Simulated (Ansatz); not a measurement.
Basis-set extrapolation for `NCC(O)=S` (PBE0-D4/def2-TZVP geometry, frozen core, the Gaussian-basis code of Ansatz). Multiplicity 1, RHF reference.

```json
{"": "HF", "def2-TZVPP": "-605.575867", "def2-QZVPP": "-605.596666"}
{"": "MP2 correlation", "def2-TZVPP": "-0.950844", "def2-QZVPP": "-1.021987"}
{"": "CCSD(T) correlation", "def2-TZVPP": "-1.027371", "def2-QZVPP": "not run"}
```

Energies in hartree. Use E(X) = E(∞) + A·exp(−7.88·√X) for Hartree–Fock and E(X) = E(∞) + B·X^(−2.97) for correlation, with X = 3 and 4, and add CCSD(T) minus MP2 of the smaller set to the MP2 limit.

Q: What is the CCSD(T) energy at the basis-set limit?

A: HF limit: -605.596666 + (-0.020799) × 0.13774 = -605.59953. MP2 limit: -1.021987 + (-0.071143) × 0.74074 = -1.07469. Higher-order term: -1.027371 − (-0.950844) = -0.07653. Total: -606.75075 hartree, 4.01 eV below CCSD(T)/def2-TZVPP.
